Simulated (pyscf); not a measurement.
`[F][SiH2]` [doublet] + `[H][H]` -> `[F][SiH]` [singlet] + `[H][H]` + `[H]` [doublet] (concerted fragmentation; doublet surface; H–Si, H–H broken, H–H formed). Optimised with ωB97X-D3(BJ)/def2-SVP in PySCF. Energies in eV from the separated reactants.

```json
[
 {"level": "PBE/def2-TZVP", "barrier": "[?]", "reaction energy": "+2.72"},
 {"level": "r²SCAN/def2-TZVP", "barrier": "[?]", "reaction energy": "[?]"},
 {"level": "B3LYP-D3(BJ)/def2-TZVP", "barrier": "2.62", "reaction energy": "+2.78"},
 {"level": "PBE0-D3(BJ)/def2-TZVP", "barrier": "2.65", "reaction energy": "+2.83"},
 {"level": "M06-2X/def2-TZVP", "barrier": "2.81", "reaction energy": "+2.75"},
 {"level": "ωB97M-D3(BJ)/def2-TZVP", "barrier": "2.64", "reaction energy": "+2.59"}
]
```

Some entries are withheld; supply them.


- PBE/def2-TZVP, barrier: 2.47
- r²SCAN/def2-TZVP, barrier: 2.68
- r²SCAN/def2-TZVP, reaction energy: +3.00

At PBE, r²SCAN, B3LYP-D3(BJ), PBE0-D3(BJ) this geometry lies under the product side: in single points on another level's saddle the reverse barrier vanishes, and the forward threshold there is about the reaction energy. The same reactants have a lower exit, to F–SiH₃ + H• (barrier +0.64 eV at ωB97M-D3(BJ)/def2-TZVP, against +2.64 eV here). This is the saddle that the search found; another between the same sides may lie lower.
